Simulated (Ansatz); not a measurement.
Consider the ligand exchange at the Al–O bond: `[CH3][AlH][OH]` + H₂S → `[CH3][AlH][SH]` + H₂O.

Calculated with Ansatz (gas phase, PBE0-D4/def2-TZVP geometries, no zero-point term in ΔE). CCSD(T)/CBS is the MP2 limit (def2-TZVPP, def2-QZVPP) plus CCSD(T) − MP2 in def2-TZVPP, frozen cores. This one scheme is used for every species. DFT in def2-TZVPP. HSE06 is defined as in plane-wave codes. One conformer a species, not always the lowest.

`[CH3][AlH][OH]`:

Cartesian coordinates in Å:
```
C -0.612 -0.884 -0.671
Al 0.589 0.391 0.165
O -0.030 1.341 1.433
H -0.765 -0.643 -1.728
H -1.589 -0.903 -0.184
H -0.197 -1.897 -0.641
H 2.105 0.602 -0.263
H 0.499 1.992 1.890
```

H₂S:

```xyz
3

S    -0.541   -0.058   -0.297
H    -0.185   -0.063    0.997
H     0.726    0.121   -0.700
```

`[CH3][AlH][SH]`:

Z-matrix (Å, degrees):
```
C
Al 1 1.943
H 1 1.092 2 112.5
H 1 1.095 2 110.7 3 120.9
H 1 1.095 2 110.8 3 -121.0
S 2 2.188 1 118.2 3 -0.6
H 2 1.585 1 124.4 3 179.4
H 6 1.344 2 93.8 1 -180.0
```

H₂O:

Z-matrix (Å, degrees):
```
O
H 1 0.960
H 1 0.960 2 105.1
```

Task: Is it downhill or uphill in electronic energy at CCSD(T)/CBS, and by how much? (An estimate is asked.)

Result: The calculation gave: Uphill: ΔE = +17.5 kJ/mol.

Task: What do these levels give: revPBE-D4, BLYP-D4, HSE06-D4, BHLYP-D4, ωB97M-V, PBE-QIDH, revPBE, BHLYP, HF/def2-SVP, CCSD/def2-SVP, SCS-MP2/def2-TZVPP, HF/CBS(def2)? (Best estimate.)

Result: Ansatz gave: revPBE-D4 12.3, BLYP-D4 25.6, HSE06-D4 11.1, BHLYP-D4 23.1, ωB97M-V 21.9, PBE-QIDH 15.2, revPBE 14.5, BHLYP 27.1, HF/def2-SVP 24.9, CCSD/def2-SVP 28.0, SCS-MP2/def2-TZVPP 24.8, HF/CBS(def2) 27.6 kJ/mol.

Largest T1 diagnostic among the species: 0.011.

Leaving LDA and LC-ωPBE aside and taking each functional with its dispersion term where it has one, the values, not all of them listed here, spread over 17.7 kJ/mol, from HSE06-D4 to CAM-B3LYP-D4. The D4 term adds −3.4 kJ/mol with B3LYP and −1.9 kJ/mol with PBE0; it sums over pairs of atoms, weighted by their polarisabilities, and B3LYP, whose exchange is more repulsive, gets the larger term. At CCSD(T), def2-SVP lies +9.6 kJ/mol from the extrapolated value and def2-TZVPP +4.0 kJ/mol.

B3LYP here is the variant with VWN-RPA as its local correlation; programs differ in this.
